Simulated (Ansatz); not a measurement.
**B2SiH (sextet): wave-function methods side by side, cc-pVDZ**

An exercise on one series of results from a longer session: the logs are not shown, and one member is left open.

Computed with Ansatz 0.2.0, Gaussian basis. Level: cc-pVDZ, core rule «outside noble gas», up to 7 orbitals frozen.

Plan: UHF; CCSD(T) on ROHF; CCSD(T) on UHF; BCCD(T) on ROHF; CISD; CCSDT(Q) on ROHF; CCSDT(Q) on UHF; CASSCF and NEVPT2, 11 electrons in 11 orbitals.

26 further runs of the same task are left out: 13 that didn't finish, 13 set aside as unsound or not needed.

## The system

The geometry is a PBE0/def2-TZVP stationary point (not a proven minimum) of the parent state, kept for this charge and spin.

4 atoms, charge 0, spin multiplicity 6.

Atoms are counted from 1 here; the program's logs count them from 0.

Bond lengths: B1–B2 1.579 Å, B2–Si3 1.996 Å, B2–H4 1.210 Å. Angles: B1–B2–Si3 136.4°, B1–B2–H4 115.9°, Si3–B2–H4 107.7°.

The first run:

in.yaml

```yaml
crystal:
  periodic: [false, false, false]
  atoms:
    - {symbol: B, position_ang: [0.000000, -0.380732, 2.150191]}
    - {symbol: B, position_ang: [0.000000, 0.405618, 0.780388]}
    - {symbol: Si, position_ang: [0.000000, -0.067455, -1.159082]}
    - {symbol: H, position_ang: [0.000000, 1.612658, 0.864045]}
basis:
  gaussian: {orbitals: cc-pVDZ}
magnetization: {spin_polarized: true, initial_magnetization: 5}
hamiltonian: {xc: hf}
output: {orbitals: {seedname: orbitals}}
```

Started as:

```bash
$ ansatz run in.yaml --threads 1 --pin off --events-out ev --progress --plain --max-ram 2393MiB
```

Among the steps run: UHF; CCSD(T) on ROHF; CCSD(T) on UHF; BCCD(T) on ROHF; CISD; CCSDT(Q) on ROHF; CCSDT(Q) on UHF; CASSCF and NEVPT2, 11 electrons in 11 orbitals.

One table of the session follows, with a row left open; its other results are not shown here.

```
         method  from UCCSDT(Q) (meV)
           ROHF               +5645.3
            UHF               +5570.3
           RMP2               +1350.8
           UMP2                     ?
           CISD                +638.9
          RCCSD                +276.4
          UCCSD                +273.6
       RCCSD(T)                 +65.1
       UCCSD(T)                 +64.3
        BCCD(T)                 +62.7
         RCCSDT                 +14.2
         UCCSDT                 +13.5
      RCCSDT(Q)                  +1.1
      UCCSDT(Q)                     0
CASSCF frontier               +4372.5
NEVPT2 frontier               +1290.0
```

Q: Estimate the row for UMP2 from the others.

The run gave: from UCCSDT(Q) (meV): +1340.2. In the column «from UCCSDT(Q) (meV)» it lies between NEVPT2 frontier (+1290.0) and RMP2 (+1350.8).

To keep in mind: Restricted and unrestricted rows rest on different reference determinants; where their highest levels disagree by more than a few hundredths of an eV, they describe different states and don't form one ladder.
